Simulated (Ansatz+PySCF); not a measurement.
## singlet C4H4O: levels of theory in one basis

```yaml
atoms:
  - { symbol: O, position_ang: [1.0578, 0.0000, 0.0000] }
  - { symbol: C, position_ang: [0.3245, 0.9996, 0.0000] }
  - { symbol: C, position_ang: [-0.8817, 0.6581, 0.0000] }
  - { symbol: C, position_ang: [-0.8817, -0.6581, 0.0000] }
  - { symbol: C, position_ang: [0.3245, -0.9996, 0.0000] }
  - { symbol: H, position_ang: [0.7864, 1.8866, 0.0000] }
  - { symbol: H, position_ang: [-1.6747, 1.2687, 0.0000] }
  - { symbol: H, position_ang: [-1.6747, -1.2687, 0.0000] }
  - { symbol: H, position_ang: [0.7864, -1.8866, 0.0000] }
```

Basis set: def2-SVP (spherical functions). Frozen core: 5 orbitals. Charge 0, multiplicity 1.

Computed with Ansatz (development build ahead of 0.2.0); each method stands on the lowest determinant of its kind that the runs found. NEVPT2 correlates all electrons. Active spaces start from the frontier orbitals, and the lowest solution found is given.

```tsv
method	E − E(RHF) (eV)	<S²> of the determinant
RHF	0.00	0.00
RHF-MP2	-18.61	–
RHF-CCSD	-19.36	–
RHF-CCSD(T)	-20.01	–
CASSCF(6,5)	-1.32	–
```

What does SC-NEVPT2(6,5) give on the same scale?

-18.44 eV. NEVPT2 here correlates all electrons, so it doesn't share the others' frozen core.

Is a single determinant a sound starting point here?

By this sign, yes. Unrestricted orbitals gain 0.00 eV and <S²> is 0.00 against 0.00 for a pure state. The CASSCF(6,5) natural occupations are 2.00, 1.98, 1.98, 0.03, 0.02.

Caution for CASSCF(6,5): other starts end on other solutions of this active space.
